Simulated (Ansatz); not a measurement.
# Antimony, A7 rhombohedral: convergence with the plane-wave cutoff

Computed with Ansatz, PBE, scalar-relativistic PAW, on the relaxed cell (a = 4.376 Å, c = 11.530 Å (c/a = 2.635); spin not included). Errors count from a run at 420 eV on a Γ-centred 14×14×14 mesh with Fermi-Dirac smearing of 0.1 eV, extrapolated to zero width. Fixed here: mesh 9×9×9, Fermi-Dirac width 0.1 eV. The pressure holds a Pulay correction and is unreliable far below the recommended cutoff. The SCF starts from atomic densities corrected by a trained network.

```tsv
cutoff (eV)	E(σ→0) error (meV/atom)	P (GPa)	SCF iterations
150	79903.4	-2.12	8
200	10315.2	-2.53	7
250	1134.8	-0.09	7
300	88.6	0.11	7
350	0.2	0.00	7
420	-3.9	0.01	7
500	-5.2	0.00	7
600	-5.3	0.00	7
800	-5.4	0.00	7
```

Within 5 meV/atom of the last row: from 420 eV on.
